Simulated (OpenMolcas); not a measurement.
Exact exchange and the dipole moment of CH3AlO

The species is CH3AlO (6 atoms), meant as a singlet with charge 0. As SMILES, `[CH3][Al]=[O]`. The shape is that of a PBE0-D4/def2-TZVP optimisation.

The dipole moment y, in D, basis aug-cc-pVDZ; a is the functional's share of exact exchange. Programs: OpenMolcas 26.06.

| functional | program | a | y (D) |
| --- | --- | --- | --- |
| revPBE | OpenMolcas | 0 | 5.50 |
| PBE | OpenMolcas | 0 | 5.53 |
| B3LYP | OpenMolcas | 0.2 | 5.85 |
| PBE0 | OpenMolcas | 0.25 | ? |
| BHLYP | OpenMolcas | 0.5 | 6.27 |

Problem. Fit y = c + s·a to the known rows and predict PBE0.

Solution. 
1. Means of the 4 rows: a = 0.1750, y = 5.787.
2. Σ(Δa)² = 0.1675, Σ(Δa·Δy) = 0.25375, so the slope is 0.25375/0.1675 = 1.5149.
3. Intercept: 5.787 − (1.5149) × 0.1750 = 5.522. The largest residual of the fit is 0.025.
4. PBE0: 5.522 + (1.5149) × 0.25 = 5.90 D.

The run gave 5.92 D, so the prediction is off by -0.02 D, within the largest residual. More exact exchange makes the molecule more polar here. The rows mix families of semi-local functionals, which the line can't see.
